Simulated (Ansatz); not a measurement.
BNH4 (BH2(NH2)): the energy, rung by rung

BNH4 has 6 atoms, charge 0, and is taken as a singlet. As SMILES, `[H]B([H])N`. The coordinates come from a GFN2-xTB relaxation.

```tsv
atom	x (Å)	y (Å)	z (Å)
B	0.3419	0.5951	0.0037
H	1.3301	0.6743	0.6274
H	-0.0786	1.4968	-0.6141
N	-0.3454	-0.5987	-0.0039
H	-1.1993	-0.7506	-0.5151
H	-0.0488	-1.4170	0.5020
```

Each level gives the energy change with the B1–H2 bond stretched from 1.171 to 2.928 Å (eV). The values are calculated.

```tsv
level	kind	program	value (eV)	less FCI/STO-3G	CPU time (all runs)
BLYP/STO-3G (restricted)	GGA	Ansatz	6.88	+1.27	1.7 s
PBE/STO-3G (restricted)	GGA	Ansatz	7.06	+1.45	1.7 s
PBE0/STO-3G (restricted)	global hybrid	Ansatz	7.91	+2.30	1.6 s
HSE06/STO-3G (restricted)	range-separated hybrid	Ansatz	7.88	+2.27	2.1 s
RPA@PBE/STO-3G (restricted)	RPA	Ansatz	6.54	+0.93	2.5 s
MP2/STO-3G (restricted)	perturbation theory	Ansatz	7.34	+1.73	0.15 s
CCSD(T)/STO-3G (restricted)	coupled cluster or CI	Ansatz	5.57	-0.04	0.21 s
CCSD/STO-3G (restricted)	coupled cluster or CI	Ansatz	5.72	+0.11	0.21 s
FCI/STO-3G	exact in the basis	Ansatz	5.61	0.00	7.9 s
```

FCI/STO-3G is exact within its basis and frozen core, so for wave-function methods in that basis the difference is their error; functionals converge differently with the basis, so for them it is only a difference. The first shape isn't each level's own minimum. The values span 5.57 to 7.91 eV. All rows use very small basis sets, so even the best lies far from the true value. Times are those of the runs behind each value, whatever else they computed, on shared processors of several kinds: orders of magnitude only.
